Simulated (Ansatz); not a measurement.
A made-up structure of CH4AlNa, singlet:

```xyz
7
angstrom
C -0.7148 0.3761 -0.2281
Al 0.8557 -0.1906 0.0684
Na 0.8160 -2.2186 1.7207
H -1.2600 0.7107 0.7629
H -0.4906 1.1621 -0.8689
H -1.3911 -0.4580 -0.7160
H 2.1849 0.6182 -0.7389
```

It is relaxed with PBE-D4/def2-SVP and then PBE0-D4/def2-TZVP (Ansatz 0.2.0). Atoms count as bonded within 1.22 times the sum of their covalent radii (H–H: 0.88 Å). The end point is not checked to be a true minimum.

(1) Does its bonding change? (A judgement: the text doesn't fix the answer.)

Results:

(1) By the calculation: No: no bond forms or breaks.

Where it ends: The first stage lowers the energy by 1.58 eV in 7 steps. It ends as CH₄AlNa ([CH3][AlH][Na]):
| atom | x (Å) | y (Å) | z (Å) |
| --- | --- | --- | --- |
| C1 | -0.8263 | 0.5100 | -0.2828 |
| Al2 | 0.8818 | -0.4126 | 0.1233 |
| Na3 | 1.4350 | -2.2315 | 2.3310 |
| H4 | -1.6369 | 0.3015 | 0.4188 |
| H5 | -0.6660 | 1.5952 | -0.3044 |
| H6 | -1.1669 | 0.2315 | -1.2881 |
| H7 | 1.9792 | 0.0059 | -0.9978 |

Labels in which every atom is bracketed show which atoms are joined, not bond orders.

For scale, one of the runs: PBE0-D4/def2-TZVP relaxation, 124 basis functions, launched by `ansatz run in.yaml --threads 2 --pin off --events-out ev --progress --plain --max-ram 4352MiB`. Hardware: 2 CPU threads of an Arm Neoverse V1, shared host. Wall time about 85 s.
